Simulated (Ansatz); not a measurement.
For hcp Sc, RPBE (Ansatz, an electronic-structure program, plane waves, PAW) gives:

```
Property              Result
-------------------  -------
lattice constant a   3.358 Å
lattice parameter c  5.244 Å
```

### Question
What does HSE06 (PAW; Ansatz) give for the same quantities?

### Answer

- lattice constant a: 3.340 Å (drops by 0.5 %)
- lattice parameter c: 5.222 Å (decreases by 0.4 %)

For comparison: lattice constant a 3.309 Å (measured, 293 K, no zero-point or thermal correction; as tabulated in Wikipedia's data pages); lattice parameter c 5.268 Å (measured, 293 K, not corrected to a static lattice; as tabulated in Wikipedia's data pages).

Changes are worked out from the printed values.

Unless a cell is named, each level is at its own relaxed cell (RPBE 25.61, HSE06 25.22 Å³/atom).

The crystal itself was run without spin with RPBE, HSE06; a magnetic state was not tried in these runs.

Ansatz's density-functional and Hartree–Fock values are scalar-relativistic unless marked +SOC, with PAW data made under PBE.
